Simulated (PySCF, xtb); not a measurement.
sulfur dioxide (O2S), SMILES O=S=O.

xtb with GFN2-xTB at its own geometry gives an orbital gap of 3.51 eV and a dipole moment of 3.21 D.

Geometry optimised at ωB97X-D3(BJ)/def2-TZVP.

Task: What does PBE/def2-TZVPD (PySCF) give? (Estimate from the structure and the level; the computed values follow.)

Result: gap 3.68 eV (levels -8.08 and -4.40 eV), dipole 1.50 D.
